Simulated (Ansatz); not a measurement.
in.yaml

```yaml
crystal:
  periodic: [false, false, false]
  atoms:
    - {symbol: B, position_ang: [0.064568, 0.023749, 1.076721]}
    - {symbol: Ga, position_ang: [-0.100306, 0.032123, -0.826158]}
    - {symbol: N, position_ang: [-0.023685, -0.000301, -2.531372]}
    - {symbol: H, position_ang: [0.059423, -0.055571, 2.280809]}
basis:
  gaussian: {orbitals: STO-3G}
correlation: {active_space: {window: {electrons: 4, orbitals: 6}}}
accuracy: high
output: {forces: true}
```

```sh
$ ansatz run in.yaml --threads 1 --pin off --events-out ev --progress --plain --max-ram 2393MiB
```

Log:

```
435 factors; integrals over basis functions are off by at most 3.2e-9 eV
mean field evaluation 1: about -53843.1555 eV, gradient 6.4e1 eV
mean field evaluation 2: about -53843.1956 eV, gradient 6.4e1 eV
mean field evaluation 4: about -53859.4459 eV, gradient 2.0e1 eV
mean field evaluation 8: about -53861.1058 eV, gradient 6.8e-1 eV
mean field evaluation 16: about -53861.3975 eV, gradient 1.6e-1 eV
mean field evaluation 32: about -53861.3985 eV, gradient 1.3e-4 eV
mean field evaluation 64: about -53861.3974 eV, gradient 3.9e-2 eV
mean field evaluation 96: about -53860.3538 eV, gradient 9.5e0 eV
mean field evaluation 128: about -53861.3974 eV, gradient 2.0e-1 eV
mean field evaluation 160: about -53861.3983 eV, gradient 8.7e-2 eV
mean field evaluation 192: about -53861.1053 eV, gradient 7.5e-3 eV
mean field evaluation 224: about -53861.2745 eV, gradient 1.4e0 eV
mean field evaluation 256: about -53861.3957 eV, gradient 4.3e-1 eV
mean field -53861.39846638 eV, -1979.3698850724 hartree, gradient 2.9e-8 eV, S^2 0.000000; 11 other end points of the search recorded, 0 dependent functions left out
reference -53861.39846638 eV, -1979.3698850724 hartree; 22, 22 occupied and 7, 7 virtual orbitals, 435 factors
state -53865.72305668 eV, -1979.5288108345 hartree
the calculation of the forces begins
Total energy: -53865.72305668 eV, -1979.5288108345 hartree
Atom 0 at     0.064568     0.023749     1.076721 Å, force    -0.824301    -0.207846    -3.916242 eV/Å
Atom 1 at    -0.100306     0.032123    -0.826158 Å, force     1.099963    -0.132951    -0.343076 eV/Å
Atom 2 at    -0.023685    -0.000301    -2.531372 Å, force    -0.408541     0.140422     5.940427 eV/Å
Atom 3 at     0.059423    -0.055571     2.280809 Å, force     0.132878     0.200375    -1.681109 eV/Å
Dipole moment:     0.034614     0.017031     0.636056 e Å
```

Natural occupations: 1.6767 1.6749 0.2943 0.2924 0.0309 0.0307.

Forces (eV/Å):
```
B   -0.824 -0.208 -3.916
Ga   1.100 -0.133 -0.343
N   -0.409  0.140  5.940
H    0.133  0.200 -1.681
```

Ran on 1 thread of Arm Neoverse V2, shared host: 1.7 s wall, 0.09 GiB peak host memory.
